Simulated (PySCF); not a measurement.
Formic acid, CH2O2.
Cartesian coordinates in Å at the CAM-B3LYP/def2-TZVP level; atoms count from 1:
```
atom  x, y, z in Å
O1    -0.927    0.935   -0.009
C2    -0.236    0.131   -0.555
O3     0.717   -0.590    0.044
H4    -0.287   -0.127   -1.620
H5     0.735   -0.338    0.981
```

Theory: PySCF, CAM-B3LYP/def2-TZVP geometry optimisation, gas phase.

Masses are those of the commonest isotopes; rigid-rotor values at the optimised geometry. The values belong to one conformer with, in the numbering `[O:1]=[CH:2][OH:3]`, O1–C2–O3–H 0°.

Question: Give the principal moments of inertia and the rotational constants in MHz.

Answer: Ia = 6.48, Ib = 41.35, Ic = 47.83 u·Å²; 505379 MHz·u·Å²/I gives A = 78014, B = 12222, C = 10566 MHz.

Question: Classify the top.

Answer: A near-prolate asymmetric top. Ray's parameter κ = (2B − A − C)/(A − C) = -0.951; −1 is the prolate and +1 the oblate limit.

Question: Is it planar, by Δ = Ic − Ia − Ib?

Answer: Planar: Δ = Ic − Ia − Ib = 0.00 u·Å². For a rigid frame Δ = −2 Σ m c², so it vanishes when all atoms lie in the ab plane; here none is more than 0.01 Å from it.

Question: List the rotational levels J(Ka,Kc) to J = 5 (K).

Answer: Above 0(0,0), as E/k:
J = 1: 1(0,1) 1.094, 1(1,1) 4.251, 1(1,0) 4.331
J = 2: 2(0,2) 3.279, 2(1,2) 6.359, 2(1,1) 6.597, 2(2,1) 16.070, 2(2,0) 16.071
J = 3: 3(0,3) 6.554, 3(1,3) 9.520, 3(1,2) 9.996, 3(2,2) 19.351, 3(2,1) 19.358, 3(3,1) 35.338, 3(3,0) 35.338
J = 4: 4(0,4) 10.914, 4(1,4) 13.733, 4(1,3) 14.527, 4(2,3) 23.724, 4(2,2) 23.746, 4(3,2) 39.715, 4(3,1) 39.716, 4(4,1) 62.094, 4(4,0) 62.094
J = 5: 5(0,5) 16.353, 5(1,5) 18.996, 5(1,4) 20.187, 5(2,4) 29.189, 5(2,3) 29.241, 5(3,3) 45.189, 5(3,2) 45.189, 5(4,2) 67.565, 5(4,1) 67.565, 5(5,1) 96.337, 5(5,0) 96.337

Question: Predict some low-J microwave lines.

Answer: The dipole components are |μa| = 1.54 D, |μb| = 0.13 D, |μc| = 0.00 D; the mirror of this Cs structure is the ab plane, so μc vanishes by symmetry and there are no c-type lines. The squared components, which scale the intensities, stand as 1.00 : 0.01 (a : b). Some lines, for components of 0.1 D or more:

| type | branch | J(Ka,Kc) | MHz | lower level (cm⁻¹) |
| --- | --- | --- | --- | --- |
| a | Q | 2(1,1) ← 2(1,2) | 4966 | 4.420 |
| a | R | 1(0,1) ← 0(0,0) | 22788 | 0.000 |
| a | R | 3(1,3) ← 2(1,2) | 65861 | 4.420 |
| a | R | 3(1,2) ← 2(1,1) | 70827 | 4.585 |
| b | Q | 3(1,2) ← 3(0,3) | 71720 | 4.556 |
| b | R | 1(1,1) ← 0(0,0) | 88580 | 0.000 |
| a | R | 4(3,2) ← 3(3,1) | 91212 | 24.561 |
| a | R | 4(3,1) ← 3(3,0) | 91214 | 24.561 |
| a | R | 4(1,3) ← 3(1,2) | 94399 | 6.948 |
| b | Q | 3(2,1) ← 3(1,2) | 195067 | 6.948 |
| b | Q | 4(2,3) ← 4(1,4) | 208192 | 9.545 |
| b | Q | 4(3,1) ← 4(2,2) | 332744 | 16.505 |
| b | Q | 4(4,0) ← 4(3,1) | 466281 | 27.604 |
| b | R | 4(4,0) ← 3(3,1) | 557495 | 24.561 |

Question: Estimate the classical rotational partition function at 25 K, 50 K and 298.15 K.

Answer: Point group Cs, symmetry number σ = 1; q = (√π/σ)·√((kT/h)³/(ABC)), k/h = 20836.6 MHz/K: 210 at 25 K, 594 at 50 K, 8650 at 298.15 K.

No frequency check. Zero-point vibration and centrifugal distortion are left out.
